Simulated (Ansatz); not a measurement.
```yaml
atoms:
  - { symbol: C, position_ang: [-0.1089, -0.1391, -0.0325] }
  - { symbol: H, position_ang: [0.1428, 0.7425, -0.6793] }
  - { symbol: H, position_ang: [0.5106, 0.0922, 0.8741] }
```

Basis set: def2-SVP (spherical functions). Left uncorrelated: 1 orbital. Charge 0, multiplicity 3.

Computed with Ansatz (development build ahead of 0.2.0); each method stands on the lowest determinant of its kind that the runs found.

Question: Give the vertical ionization energy (product with multiplicity 2 at the same shape, open shells in the same class of orbitals) of triplet CH2 by UHF-MP2, UHF.

Answer:

```tsv
method	ionization energy
UHF-MP2	10.38 eV
UHF	9.95 eV
```
